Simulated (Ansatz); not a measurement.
`C=CCCO` + `C=N` → `C=NCO` + `C=CC`  (substitution at a C–C bond)

Gas-phase electronic energies from Ansatz, PBE0-D4/def2-TZVP geometries. CBS: MP2 limit from def2 TZ/QZ plus the TZ coupled-cluster correction, frozen cores. This one scheme is used for every species. Functionals use def2-TZVPP. Each species was taken in one conformer, which may not be the lowest.

`C=CCCO`:

```xyz
13

C     1.599   -0.149    0.646
C     0.799    0.859    0.320
C    -0.471    0.772   -0.469
C    -1.024   -0.629   -0.638
O    -1.435   -1.202    0.584
H     2.505    0.017    1.216
H     1.398   -1.174    0.348
H     1.076    1.859    0.647
H    -1.232    1.396    0.013
H    -0.303    1.218   -1.458
H    -0.288   -1.269   -1.147
H    -1.912   -0.599   -1.272
H    -0.713   -1.099    1.212
```

`C=N`:

Cartesian coordinates in Å:
```
C -0.341 -0.036 0.187
N 0.458 0.567 -0.581
H -0.130 -0.987 0.690
H -1.321 0.405 0.378
H 1.333 0.051 -0.674
```

`C=NCO`:

```xyz
9

C     1.127    1.025   -0.105
N    -0.088    0.733    0.033
C    -0.488   -0.636   -0.172
O    -1.289   -1.076    0.885
H     1.449    2.056    0.030
H     1.899    0.286   -0.361
H     0.364   -1.327   -0.226
H    -1.029   -0.670   -1.129
H    -1.946   -0.390    1.045
```

`C=CC`:

Cartesian coordinates in Å:
```
C -0.113 -0.973 -0.980
C -0.117 -0.470 0.247
C 0.144 0.956 0.589
H 0.088 -0.350 -1.846
H -0.311 -2.023 -1.164
H -0.324 -1.135 1.084
H -0.711 1.396 1.113
H 1.003 1.048 1.261
H 0.342 1.551 -0.304
```

| level | ΔE (kJ/mol) |
| --- | --- |
| ωB97X-V | -2.1 |
| MP2/def2-QZVPP | 0.5 |

Question: What does CCSD(T)/CBS give? (Estimate.)

Answer: The calculation gave: +1.2 kJ/mol. The listed levels differ from it by -3.3, -0.7 kJ/mol.

Largest T1 diagnostic among the species: 0.012.

In def2-TZVPP, CCSD(T) changes the Hartree–Fock value by +10.9 kJ/mol (the triples alone add +0.6 kJ/mol) and MP2 by +10.5 kJ/mol. The D4 term adds +5.1 kJ/mol with B3LYP and +2.9 kJ/mol with PBE0; it sums over pairs of atoms, weighted by their polarisabilities, and B3LYP, whose exchange is more repulsive, gets the larger term.

B3LYP here is the variant with VWN-RPA as its local correlation; programs differ in this.
